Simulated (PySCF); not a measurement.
Ionising BH

RHF; basis B def2-TZVPPD, H def2-TZVPPD; no relativity; PySCF 2.14. Neutral (RHF): singlet (closed shell), Re = 1.221 Å, ωe = 2490 cm⁻¹, De = 2.67 eV, HOMO -9.46 eV, LUMO 1.17 eV.

BH⁺ (UHF): doublet (σ ↑), Re = 1.186 Å, ωe = 2721 cm⁻¹, De = 2.31 eV to B⁺ + H. The energies at the minima are -25.13049 hartree for BH and -24.82160 for BH⁺.

**Question.** Work out the adiabatic ionisation energy, without and with harmonic zero-point energies (1 hartree = 27.2114 eV, 1 eV = 8065.5 cm⁻¹), and the change of the bond length.

**Answer.** At HF: 0.30889 hartree = 8.405 eV between the minima; the zero-point term (2721.0 − 2490.0)/2 cm⁻¹ = +0.014 eV makes it 8.420 eV. Re changes by -3.5 pm against the neutral. Minus the HOMO energy is 9.46 eV, +1.05 eV from the value between the minima; Hartree–Fock orbital energies leave out relaxation and correlation. The electron leaves a σ orbital, and the shorter bond of the ion fits an antibonding orbital, or a change in how ionic the bond is.

For an ion De counts to the pair picked by the measured ionisation energies or electron affinities, which need not be the lowest pair at this level. Where the molecule has an RHF reference, its open-shell atoms are computed with UHF. Hartree–Fock leaves out correlation, which carries a large part of most bond energies and some tenths to 1 eV of ionisation energies. States were picked by a PBE0 search and need not be the measured ground states.

Neutral and ion stand on different kinds of reference determinant, which adds to the error of the difference.
